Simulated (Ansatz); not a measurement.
Reaction (SMILES): [CH]=O (CH-O) → [CH-]=O (an electron is taken up)
B3LYP-D3(BJ)/def2-TZVP geometries, fixed; electronic energies without zero-point terms; positive where energy is released.

Effect of a fitting basis named in the input at MP2/aug-cc-pVTZ with Ansatz (an electronic-structure program), against the last row, where the adiabatic electron affinity is 0.13 eV. Cores are frozen. Open shells are unrestricted. The default fits or decomposes integrals by the program's own choice; accuracy: high also tightens integrals, grids and stops.

```
setting                                              largest shift of a total energy (mEh)  shift of the adiabatic electron affinity (eV)
---------------------------------------------------  -------------------------------------  ---------------------------------------------
fitting: def2-universal-jkfit and def2-SVP-RIFIT                                    -2.896                                         -0.011
fitting: def2-universal-jkfit and cc-pVDZ-RIFIT                                     -1.883                                         -0.015
fitting: def2-universal-jkfit and cc-pVTZ-RIFIT                                      0.341                                         -0.009
fitting: def2-universal-jkfit and aug-cc-pVTZ-RIFIT                                  0.118                                          0.000
fitting: def2-universal-jkfit and cc-pVQZ-RIFIT                                      0.247                                         -0.003
fitting: def2-universal-jkfit and aug-cc-pVQZ-RIFIT                                  0.117                                          0.000
accuracy: high                                                                      -0.001                                          0.000
accuracy: medium (default)                                                           0.000                                          0.000
```

Within 0.005 eV in the adiabatic electron affinity: fitting: def2-universal-jkfit and aug-cc-pVTZ-RIFIT; fitting: def2-universal-jkfit and cc-pVQZ-RIFIT; fitting: def2-universal-jkfit and aug-cc-pVQZ-RIFIT; accuracy: high. The largest shift is 2.896 mEh in a total energy and 0.015 eV in the difference.
